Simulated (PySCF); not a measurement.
Compound: C3H2OS.
SMILES: `O=C1C=C1S`

Method: EOM-IP-CCSD/aug-cc-pVDZ in PySCF, restricted Hartree–Fock reference, frozen core, non-relativistic, gas phase, PBE0-D3(BJ)/def2-SVP geometry.

Hartree–Fock orbital energies give these Koopmans values (eV): HOMO 10.26, HOMO-1 10.60, HOMO-2 12.91, HOMO-3 14.43, HOMO-4 15.40, HOMO-5 16.16, HOMO-6 16.95, HOMO-7 18.19.

**Question.** What vertical ionisation energies does EOM-IP-CCSD give?

**Answer.** 
| leading hole (HF orbital) | Koopmans (eV) | EOM-IP-CCSD (eV) | change (eV) | one-hole share |
| --- | --- | --- | --- | --- |
| HOMO-1 | 10.60 | 9.23 | -1.37 | 0.95 |
| HOMO | 10.26 | 9.86 | -0.40 | 0.95 |
| HOMO-2 | 12.91 | 11.98 | -0.93 | 0.93 |
| HOMO-3 | 14.43 | 13.16 | -1.27 | 0.95 |
| HOMO-4 | 15.40 | 13.90 | -1.50 | 0.94 |
| HOMO-5 | 16.16 | 14.88 | -1.28 | 0.90 |
| HOMO-6 | 16.95 | 15.23 | -1.72 | 0.93 |
| HOMO-7 | 18.19 | 15.88 | -2.31 | 0.93 |

**Question.** Does the order of the lines follow the orbital energies?

**Answer.** No: the HOMO-1 hole (9.23 eV) falls below the HOMO hole (9.86 eV). The corrections run from -2.31 to -0.40 eV, with a mean of -1.35 eV over the 8 lines; no line lies above its Koopmans value. Koopmans values leave out both the relaxation of the orbitals and the change in correlation energy.

**Question.** At what kinetic energies would He I light (21.22 eV) eject these electrons?

**Answer.** 11.99 eV (HOMO-1), 11.36 eV (HOMO), 9.24 eV (HOMO-2), 8.06 eV (HOMO-3), 7.32 eV (HOMO-4), 6.34 eV (HOMO-5), 5.99 eV (HOMO-6), 5.34 eV (HOMO-7).

**Question.** What total energy has the lowest final state, and which wavelength reaches it?

**Answer.** E(CCSD) + ionisation energy = -587.84259 + 0.33916 = -587.50343 Eh, at the geometry of the initial state. The threshold wavelength is 1239.84 eV nm/9.23 eV = 134.3 nm.

One root was sought for each valence orbital with −ε under 21 eV, eight at most, so deeper holes and satellites are missing; no vibrational structure.

Time: 2.9 min; peak memory 2.4 GiB. Hardware: one thread, AMD EPYC 7R43 (x86_64), shared host.

Conformer computed: `[O:1]=[c:2]1[cH:3][c:4]1[SH:5]`: H–S5–C4–C3 180°.

One conformer stands for the species.
